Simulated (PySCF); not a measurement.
OSi, charge +3, doublet, at a GFN2-xTB geometry of the parent state (a state made from the parent by changing its charge; the spin is typed, not shown lowest); BLYP/3-21G in PySCF.

The PySCF input:
```python
from pyscf import gto, scf, dft

mol = gto.Mole()
mol.atom = '''
    Si   -0.00000000   -0.00000000   -0.54026507
    O     0.00000000    0.00000000    0.94546388
'''
mol.basis = '3-21g'
mol.charge = 3
mol.spin = 1
mol.verbose = 5
mol.build()

mf = dft.ROKS(mol)
mf.xc = 'blyp'
mf.kernel()
```

Task: What does PySCF print? Leave out banner, timings and long lists.

Result: 
```
PySCF version 2.14.0

[INPUT] verbose = 5
[INPUT] max_memory = 4000
[INPUT] num. atoms = 2
[INPUT] num. electrons = 19
[INPUT] charge = 3
[INPUT] spin (= nelec alpha-beta = 2S) = 1
[INPUT] symmetry False subgroup None
[INPUT] Mole.unit = angstrom
[INPUT] Symbol           X                Y                Z      unit          X                Y                Z       unit  Magmom
[...]
[INPUT] ---------------- BASIS SET ----------------
[INPUT] l, kappa, [nprim/nctr], expnt,             c_1 c_2 ...
[INPUT] O
[...]
                                48.4308           0.3515
                                10.4206           0.707658
[...]
                                1.5762            1.22156
[...]
                                1.5762            0.853955
[...]
[INPUT] Si
[...]
                                137.336           0.386229
                                29.7601           0.67238
[...]
                                8.31729           0.10741
                                2.21645           0.951446
[...]
                                0.302422          1.25165
[...]
                                8.31729           0.457578
                                2.21645           0.607427
[...]
                                0.302422          0.956883
[...]
nuclear repulsion = 39.891426779454
number of shells = 12
number of NR pGTOs = 42
number of NR cGTOs = 22
basis = 3-21g
ecp = {}

******** <class 'pyscf.dft.roks.ROKS'> ********
method = ROKS
initial guess = minao
damping factor = 0
level_shift factor = 0
DIIS = <class 'pyscf.scf.diis.CDIIS'>
diis_start_cycle = 1
diis_space = 8
diis_damp = 0
SCF conv_tol = 1e-09
SCF conv_tol_grad = None
SCF max_cycles = 50
direct_scf = True
direct_scf_tol = 1e-13
num. doubly occ = 9  num. singly occ = 1
XC library pyscf.dft.libxc version 7.1.2
    S. Lehtola, C. Steigemann, M. J. T. Oliveira, and M. A. L. Marques,  SoftwareX 7, 1–5 (2018)
XC functionals = blyp
    A. D. Becke,  Phys. Rev. A 38, 3098 (1988)
    C. Lee, W. Yang, and R. G. Parr,  Phys. Rev. B 37, 785 (1988)
    B. Miehlich, A. Savin, H. Stoll, and H. Preuss,  Chem. Phys. Lett. 157, 200 (1989)
radial grids:
    Treutler-Ahlrichs [JCP 102, 346 (1995); DOI:10.1063/1.469408] (M4) radial grids

becke partition: Becke, JCP 88, 2547 (1988); DOI:10.1063/1.454033
pruning grids: <function nwchem_prune>
grids dens level: 3
symmetrized grids: False
atomic radii adjust function: <function treutler_atomic_radii_adjust>
small_rho_cutoff = 0
[...]
  Lowest 0-occ =   -1.28379908852328 |  -1.28643023945732 |   -1.2749693045026
  1-occ =          -1.33935302565145 |  -1.32487397809269 |  -1.30450292807128
  Roothaan mo_energy =
[-66.33519955 -19.8823538   -6.30432044  -4.73174822  -4.72403715
  -4.7226974   -1.99768585  -1.42547502  -1.34489746  -1.33935303
  -1.28379909  -1.04994138  -1.04782672  -0.83998811  -0.53364198
  -0.46929921  -0.46890363  -0.4383495    0.36547664   0.3700824
   0.50004165   1.4991725 ]
nelec by numeric integration = [10.00000049  9.00000021]
E1 = -556.1879027749832  E2 = 155.84209286192186  Ecoul = 184.19221657305073  Exc = -28.350123711128873
cycle= 48 E= -360.454383133607  delta_E= -0.0002  |g|= 0.0753  |ddm|= 0.906
[...]
                  Roothaan           | alpha              | beta
  Highest 2-occ =  -1.34538817086283 |  -1.32543546839018 |  -1.30261481493493
  Lowest 0-occ =    -1.2838303078543 |  -1.28644719466871 |   -1.2750096924452
  1-occ =          -1.33890800637659 |  -1.38950812505956 |  -1.28285470833749
  Roothaan mo_energy =
[-66.33548918 -19.88238564  -6.30448307  -4.73191774  -4.72428544
  -4.72279207  -1.99766609  -1.4254772   -1.34538817  -1.33890801
  -1.28383031  -1.0501118   -1.04767613  -0.84000386  -0.53366137
  -0.46935874  -0.4688821   -0.43836361   0.3651738    0.37041254
   0.50006019   1.49918566]
nelec by numeric integration = [10.00000049  9.00000021]
E1 = -556.1902365415394  E2 = 155.84465140574036  Ecoul = 184.19524983943072  Exc = -28.350598433690358
cycle= 49 E= -360.454158356345  delta_E= 0.000225  |g|= 0.0772  |ddm|= 0.134
[...]
                  Roothaan           | alpha              | beta
  Highest 2-occ =  -1.34531181085803 |  -1.32614674670523 |  -1.30197393803075
  Lowest 0-occ =   -1.28384342098316 |  -1.28638239943257 |  -1.27491522171232
  1-occ =           -1.3389624131202 |  -1.38818236939216 |  -1.28296546073385
  Roothaan mo_energy =
[-66.33564079 -19.88239499  -6.30456495  -4.73200314  -4.72433749
  -4.72291451  -1.99765529  -1.42547567  -1.34531181  -1.33896241
  -1.28384342  -1.05011822  -1.04770556  -0.84001137  -0.53366911
  -0.46936398  -0.46889224  -0.43836756   0.36527457   0.37031082
   0.50007136   1.49919814]
nelec by numeric integration = [10.00000049  9.00000021]
E1 = -556.1889851928175  E2 = 155.84329942908758  Ecoul = 184.19355326184444  Exc = -28.35025383275687
cycle= 50 E= -360.454258984276  delta_E= -0.000101  |g|= 0.076  |ddm|= 0.175
SCF not converged.
SCF energy = -360.454258984276
```

Convergence was not reached.
